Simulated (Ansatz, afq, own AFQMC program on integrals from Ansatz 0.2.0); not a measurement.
## Where AFQMC and coupled cluster stand for C2H4N, doublet

```yaml
atoms:
  - { symbol: C, position_ang: [-1.9427, 0.0000, 0.0000] }
  - { symbol: H, position_ang: [-2.3059, 1.0273, 0.0000] }
  - { symbol: H, position_ang: [-2.3059, -0.5137, 0.8897] }
  - { symbol: H, position_ang: [-2.3059, -0.5137, -0.8897] }
  - { symbol: H, position_ang: [-0.8531, 0.0000, 0.0000] }
  - { symbol: N, position_ang: [1.7334, 0.0000, 0.0000] }
  - { symbol: C, position_ang: [0.5733, 0.0000, 0.0000] }
```

Basis cc-pVDZ. Noble-gas cores (and the filled d shells of Ga–Kr and In–Xe) are frozen. Integrals, coupled cluster, full CI and functionals: Ansatz 0.2.0; the random walks run on the same integrals in our own AFQMC program. The CISD trial takes its coefficients from CCSD amplitudes. Released means that phaseless walkers are propagated on without the constraint, phases kept. ± is one standard error of the sampling.

Determinant: ROHF, the one that the program's search chose, which needn't be the lowest solution. The geometry is a point of a scan.

No full CI on the walks' own integrals is used here; CCSDT(Q) serves as the reference and is uncertain by about the last step of the cluster series.

Cautions: higher spins were not checked; a spin-contaminated unrestricted determinant lies lower (UHF 481 meV lower, ⟨S²⟩ 1.06); the released energies move by 1.5 errors or more from one time to the next, so no released level is given (meV from the phaseless value at times in 1/Eh: -19 ± 7 at 0.24, -33 ± 6 at 0.51, -33 ± 7 at 0.99, -52 ± 7 at 1.50), though the last usable value meets CCSDT(Q) within the noise.

- T1 diagnostic: 0.0255
- weight of the determinant in the CISD state: 0.818
- size of the correlated space: 17 electrons in 59 orbitals

Reference: CCSDT(Q), correlation energy -13.457 eV.

```
        level  E − E(reference) (meV)  share of correlation (%)
           HF                 13457.4                      0.00
          MP2                  1321.3                     90.18
         CCSD                   567.2                     95.78
      CCSD(T)                    71.7                     99.47
        CCSDT                    49.8                     99.63
ph-AFQMC/CISD              39.9 ± 7.2                     99.70
```

A walk keeps the symmetry of its determinant, which the program's search chose and which needn't be the lowest solution, so a lower state of the same spin and another symmetry isn't excluded.
